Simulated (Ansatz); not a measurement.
Reaction (hydrogenolysis of a C–F bond): `O=COCF` + H₂ → `COC=O` + H–F

Program: Ansatz. Geometries: PBE0-D4/def2-TZVP. ΔE: electronic, gas phase. CCSD(T)/CBS is the MP2 limit (def2-TZVPP, def2-QZVPP) plus CCSD(T) − MP2 in def2-TZVPP, frozen cores. This one scheme is used for every species. DFT in def2-TZVPP. B3LYP here is the variant with VWN-RPA as its local correlation; programs differ in this. One conformer a species, not always the lowest.

Q: Is it downhill or uphill in electronic energy at CCSD(T)/CBS, and by how much? (Estimate.)

A: The calculation gave: Downhill: ΔE = -90.0 kJ/mol.

Q: What do these levels give: PBE-D4, B3LYP-D4, B2PLYP, r2SCAN, HF/def2-TZVPP, MP2/def2-TZVPP, SCS-MP2/def2-TZVPP, CCSD/def2-TZVPP, CCSD(T)/def2-TZVPP, MP2/def2-QZVPP, SCS-MP2/def2-QZVPP, MP2/CBS(def2)? (An estimate is asked.)

A: Computed: PBE-D4 -78.0, B3LYP-D4 -79.3, B2PLYP -83.5, r2SCAN -76.2, HF/def2-TZVPP -83.3, MP2/def2-TZVPP -90.3, SCS-MP2/def2-TZVPP -86.6, CCSD/def2-TZVPP -87.6, CCSD(T)/def2-TZVPP -85.2, MP2/def2-QZVPP -93.3, SCS-MP2/def2-QZVPP -89.7, MP2/CBS(def2) -95.1 kJ/mol.

Largest T1 diagnostic among the species: 0.015.

From PBE to PBE0 (25 % exact exchange), in def2-TZVPP and without D4, ΔE moves by −5.4 kJ/mol.
